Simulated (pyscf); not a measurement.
Single points on ωB97X-D3(BJ)/def2-SVP structures (PySCF, gas phase).

### Question
For HO–Sn(OH)(OH)–OH (SMILES [OH][Sn]([OH])([OH])[OH]) + H₂C=CH–CH₃ (SMILES C=CC) → H₃C–CH(CH₃)–O–Sn(OH)(OH)–OH (SMILES CC(C)[O][Sn]([OH])([OH])[OH]), an addition across a multiple bond or ene-type step (singlet surface; H–O broken, C–O, C–H formed), PBE/def2-TZVP gives ΔE‡ = 161.0 kJ/mol and ΔE = -62.3 kJ/mol (zero: the separated reactants). In which direction and how far do B3LYP-D3(BJ)/def2-TZVP, M06-2X/def2-TZVP, ωB97M-D3(BJ)/def2-TZVP move these?

### Answer
B3LYP-D3(BJ): ΔE‡ = 178.1 kJ/mol, ΔE = -69.2 kJ/mol; M06-2X: ΔE‡ = 196.6 kJ/mol, ΔE = -80.2 kJ/mol; ωB97M-D3(BJ): ΔE‡ = 190.0 kJ/mol, ΔE = -71.8 kJ/mol. PBE's barrier lies under all of them, by 17.2 to 35.6 kJ/mol. Its reaction energy lies over all of them, by 6.9 to 17.9 kJ/mol. Low barriers are usual for a GGA, whose delocalisation error favours stretched bonds. On the reactant side the descent ends in a complex, 26.4 kJ/mol under the separated species and 213.3 kJ/mol under the saddle at ωB97X-D3(BJ)/def2-TZVP. One saddle was located; it need not be the lowest between these sides. Elements past Kr carry the def2 core potentials, without spin-orbit coupling.
